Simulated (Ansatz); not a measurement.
Base system: TiC in the rock salt structure (space group Fm-3m, No. 225).

```yaml
crystal:
  lattice:
    - [0.00000, 2.16633, 2.16633]
    - [2.16633, 0.00000, 2.16633]
    - [2.16633, 2.16633, 0.00000]
  atoms:
    - { symbol: C, position: [0.00000, 0.00000, 0.00000] }
    - { symbol: Ti, position: [0.50000, 0.50000, 0.50000] }
```

Levels (all Ansatz, a quantum-chemistry and plane-wave program, PAW, earlier PAW set): PBE (420 eV, scalar-relativistic without spin-orbit coupling); PBEsol (420 eV, no spin-orbit coupling).

Levels that relaxed their own cell: PBE and PBEsol.

```tsv
level	lattice parameter a
PBE	4.333 Å
PBEsol	4.293 Å
```

Measured: lattice parameter a 4.33 Å (temperature not stated; as listed in Guo-Xu Zhang et al., New Journal of Physics (2018)).

Computed minus measured — lattice parameter a: PBE +0.1 %, PBEsol -0.9 % (closest: PBE). Measured values not marked as corrected hold thermal and zero-point effects that the static-lattice runs lack.

No phonon test of stability was made. The final runs are not spin-polarised.
